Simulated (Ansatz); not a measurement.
Basis-set extrapolation for `CCCCCO` (PBE0-D4/def2-TZVP geometry, frozen core, Ansatz 0.2.0). Multiplicity 1, RHF reference.

```json
{"": "HF", "def2-TZVPP": "-271.292633", "def2-QZVPP": "-271.305572"}
{"": "MP2 correlation", "def2-TZVPP": "-1.123024", "def2-QZVPP": "-1.197528"}
{"": "CCSD(T) correlation", "def2-TZVPP": "-1.227543", "def2-QZVPP": "not run"}
```

Energies in hartree. Use E(X) = E(∞) + A·exp(−7.88·√X) for Hartree–Fock and E(X) = E(∞) + B·X^(−2.97) for correlation, with X = 3 and 4, and add CCSD(T) minus MP2 of the smaller set to the MP2 limit.

Problem. What is the CCSD(T) energy at the basis-set limit?

Solution. HF limit: -271.305572 + (-0.012939) × 0.13774 = -271.30735. MP2 limit: -1.197528 + (-0.074504) × 0.74074 = -1.25272. Higher-order term: -1.227543 − (-1.123024) = -0.10452. Total: -272.66459 hartree, 3.93 eV below CCSD(T)/def2-TZVPP.
